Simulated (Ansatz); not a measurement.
```yaml
crystal:
  periodic: [false, false, false]
  atoms:
    - {symbol: Nb, position_ang: [-0.299984, -0.250385, -0.032765]}
    - {symbol: Cl, position_ang: [1.992267, -1.021414, 0.051960]}
    - {symbol: Cl, position_ang: [-1.203637, 1.732059, 0.037411]}
    - {symbol: H, position_ang: [-0.088185, -1.916933, -0.123380]}
basis:
  gaussian: {orbitals: def2-TZVP}
magnetization: {spin_polarized: true, initial_magnetization: 4}
hamiltonian: {xc: pbe0}
relax: {f_tol: 0.004, max_steps: 80}
```

```sh
$ ansatz run in.yaml --threads 1 --pin off --events-out ev --progress --plain --max-ram 2176MiB
```

Steps of the relaxation (energy above the last step; positions in Å, forces in eV/Å):

```
4
step 1, 919.3 meV
Nb   -0.300   -0.250   -0.033    1.464    1.128    0.154
Cl    1.992   -1.021    0.052   -1.144   -0.262   -0.082
Cl   -1.204    1.732    0.037   -1.261    2.153    0.060
H    -0.088   -1.917   -0.123    0.940   -3.020   -0.132
```

```
4
step 2, 205.5 meV
Nb   -0.250   -0.164   -0.025   -0.091    0.526    0.027
Cl    1.903   -1.094    0.042   -0.117   -0.445   -0.034
Cl   -1.291    1.865    0.041   -0.264    0.257    0.001
H     0.039   -2.064   -0.125    0.472   -0.338    0.006
```

```
4
step 3, 85.2 meV
Nb   -0.258   -0.077   -0.020   -0.060   -0.092   -0.009
Cl    1.803   -1.265    0.026    0.309   -0.212    0.005
Cl   -1.376    1.937    0.040   -0.068   -0.089   -0.009
H     0.231   -2.052   -0.113   -0.181    0.392    0.014
```

```
4
step 4, 42.2 meV
Nb   -0.218   -0.062   -0.016    0.087    0.190    0.017
Cl    1.824   -1.336    0.023    0.038   -0.107   -0.004
Cl   -1.419    1.906    0.036   -0.075   -0.095   -0.010
H     0.215   -1.965   -0.109   -0.050    0.012   -0.002
```

```
4
step 8, 0.0 meV
Nb   -0.057    0.072    0.001    0.009   -0.009    0.000
Cl    1.817   -1.519    0.011   -0.007    0.000    0.000
Cl   -1.556    1.822    0.023   -0.008    0.009    0.000
H     0.197   -1.832   -0.102    0.006   -0.001    0.000
```

```
4
step 9, 0.0 meV
Nb   -0.057    0.072    0.001    0.000    0.001    0.000
Cl    1.816   -1.520    0.011    0.000   -0.001    0.000
Cl   -1.557    1.823    0.023   -0.001    0.000    0.000
H     0.199   -1.832   -0.102    0.000    0.000    0.000
```

Close pairs at the end: Cl2–H4 1.651 Å, Nb1–H4 1.924 Å, Nb1–Cl3 2.306 Å, Nb1–Cl2 2.458 Å.

A stationary point of unrestricted PBE0 after 9 steps, with ⟨S²⟩ = 6.012 against 6.00 for a pure state; no frequencies were run, so it isn't proven a minimum. 2 min on 1 thread of Arm Neoverse V1, shared host.
